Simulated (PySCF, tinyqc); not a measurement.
Worked calculation: RHF in the sto-6g basis, for CH2, spin multiplicity 1. This run ends on a higher stationary point, not on the lowest solution. The lowest restricted solution is unstable here: a spin-polarised one lies 0.0358 hartree lower (PySCF). One step of it, computed by the program tinyqc.

Question. Iteration 2: diagonalisation and new density. Diagonalise F' = X^T F X, C = X C', fill 4 alpha and 4 beta electrons from the bottom; D = 2 C_occ C_occ^T; the new density keeps 0.3 of the old one (damping). Each column has its largest component positive (the first on a tie).

Fock matrix F (hartree), order 1C 1s, 1C 2s, 1C 2px, 1C 2py, 1C 2pz, 2H 1s, 3H 1s:
$$\begin{pmatrix}
-10.809072 & -2.787907 & 0.000000 & 0.000006 & 0.013848 & -0.363022 & -0.360081 \\
-2.787907 & -1.124388 & 0.000000 & -0.000779 & -0.095593 & -0.411320 & -0.409091 \\
0.000000 & 0.000000 & -0.083111 & 0.000000 & 0.000000 & 0.000000 & 0.000000 \\
0.000006 & -0.000779 & 0.000000 & 0.005254 & -0.000269 & -0.257890 & 0.257035 \\
0.013848 & -0.095593 & 0.000000 & -0.000269 & 0.360580 & -0.096330 & -0.096015 \\
-0.363022 & -0.411320 & 0.000000 & -0.257890 & -0.096330 & -0.196568 & -0.048799 \\
-0.360081 & -0.409091 & 0.000000 & 0.257035 & -0.096015 & -0.048799 & -0.195133
\end{pmatrix}$$

X, order 1C 1s, 1C 2s, 1C 2px, 1C 2py, 1C 2pz, 2H 1s, 3H 1s:
$$\begin{pmatrix}
-0.384535 & 0.008209 & 0.726986 & 0.000000 & -0.576168 & -0.001904 & 0.247346 \\
0.987788 & -0.018092 & -0.255423 & 0.000000 & -0.237608 & -0.003130 & 0.508730 \\
0.000000 & 0.000000 & 0.000000 & 1.000000 & 0.000000 & 0.000000 & 0.000000 \\
0.019117 & 0.943667 & -0.000215 & 0.000000 & 0.000187 & 0.609106 & 0.003345 \\
0.366628 & -0.006674 & 0.647049 & 0.000000 & 0.684685 & -0.001176 & 0.184843 \\
-0.657187 & -0.692911 & -0.228721 & 0.000000 & 0.184714 & 0.405583 & 0.372066 \\
-0.628191 & 0.716243 & -0.229741 & 0.000000 & 0.185432 & -0.410210 & 0.367277
\end{pmatrix}$$

D after iteration 1, order 1C 1s, 1C 2s, 1C 2px, 1C 2py, 1C 2pz, 2H 1s, 3H 1s:
$$\begin{pmatrix}
2.080201 & -0.322854 & 0.000000 & -0.000257 & -0.082733 & -0.079194 & -0.079082 \\
-0.322854 & 1.327111 & 0.000000 & 0.000978 & 0.333943 & 0.241418 & 0.241532 \\
0.000000 & 0.000000 & 2.000000 & 0.000000 & 0.000000 & 0.000000 & 0.000000 \\
-0.000257 & 0.000978 & 0.000000 & 0.945525 & 0.000265 & 0.233712 & -0.234995 \\
-0.082733 & 0.333943 & 0.000000 & 0.000265 & 0.090879 & 0.032874 & 0.032967 \\
-0.079194 & 0.241418 & 0.000000 & 0.233712 & 0.032874 & 0.556627 & -0.240323 \\
-0.079082 & 0.241532 & 0.000000 & -0.234995 & 0.032967 & -0.240323 & 0.559787
\end{pmatrix}$$

overlap S, order 1C 1s, 1C 2s, 1C 2px, 1C 2py, 1C 2pz, 2H 1s, 3H 1s:
$$\begin{pmatrix}
1.000000 & 0.243228 & 0.000000 & 0.000000 & 0.000000 & 0.031370 & 0.031114 \\
0.243228 & 1.000000 & 0.000000 & 0.000000 & 0.000000 & 0.327912 & 0.326295 \\
0.000000 & 0.000000 & 1.000000 & 0.000000 & 0.000000 & 0.000000 & 0.000000 \\
0.000000 & 0.000000 & 0.000000 & 1.000000 & 0.000000 & 0.314894 & -0.313593 \\
0.000000 & 0.000000 & 0.000000 & 0.000000 & 1.000000 & 0.148652 & 0.148181 \\
0.031370 & 0.327912 & 0.000000 & 0.314894 & 0.148652 & 1.000000 & 0.048379 \\
0.031114 & 0.326295 & 0.000000 & -0.313593 & 0.148181 & 0.048379 & 1.000000
\end{pmatrix}$$

Give: F' = X^T F X; orbital energies; coefficients C; D after iteration 2.

Answer.

F' = X^T F X (hartree):
$$\begin{pmatrix}
-0.029 & 0.014 & 1.412 & 0.000 & -1.133 & -0.002 & 0.616 \\
0.014 & 0.543 & -0.033 & 0.000 & 0.027 & 0.110 & -0.015 \\
1.412 & -0.033 & -4.379 & 0.000 & 4.553 & 0.018 & -2.609 \\
0.000 & 0.000 & 0.000 & -0.083 & 0.000 & 0.000 & 0.000 \\
-1.133 & 0.027 & 4.553 & 0.000 & -4.065 & -0.019 & 2.702 \\
-0.002 & 0.110 & 0.018 & 0.000 & -0.019 & -0.303 & 0.012 \\
0.616 & -0.015 & -2.609 & 0.000 & 2.702 & 0.012 & -2.192
\end{pmatrix}$$

orbital energies (hartree): MO1 -10.812, MO2 -0.558, MO3 -0.317, MO4 -0.083, MO5 0.209, MO6 0.494, MO7 0.558

coefficients C, order 1C 1s, 1C 2s, 1C 2px, 1C 2py, 1C 2pz, 2H 1s, 3H 1s:
$$\begin{pmatrix}
0.996 & -0.213 & -0.001 & 0.000 & -0.165 & -0.077 & -0.001 \\
0.018 & 0.747 & 0.003 & 0.000 & 0.783 & 0.429 & 0.008 \\
0.000 & 0.000 & 0.000 & 1.000 & 0.000 & 0.000 & 0.000 \\
0.000 & 0.002 & -0.484 & 0.000 & -0.002 & -0.012 & 1.014 \\
0.000 & 0.089 & 0.000 & 0.000 & -0.430 & 0.929 & 0.011 \\
-0.003 & 0.291 & -0.493 & 0.000 & -0.558 & -0.483 & -0.655 \\
-0.003 & 0.288 & 0.496 & 0.000 & -0.560 & -0.497 & 0.639
\end{pmatrix}$$

D after iteration 2, order 1C 1s, 1C 2s, 1C 2px, 1C 2py, 1C 2pz, 2H 1s, 3H 1s:
$$\begin{pmatrix}
2.075 & -0.294 & 0.000 & 0.000 & -0.052 & -0.114 & -0.114 \\
-0.294 & 1.180 & 0.000 & 0.000 & 0.194 & 0.375 & 0.375 \\
0.000 & 0.000 & 2.000 & 0.000 & 0.000 & 0.000 & 0.000 \\
0.000 & 0.000 & 0.000 & 0.612 & 0.000 & 0.405 & -0.406 \\
-0.052 & 0.194 & 0.000 & 0.000 & 0.038 & 0.046 & 0.046 \\
-0.114 & 0.375 & 0.000 & 0.405 & 0.046 & 0.625 & -0.297 \\
-0.114 & 0.375 & 0.000 & -0.406 & 0.046 & -0.297 & 0.628
\end{pmatrix}$$
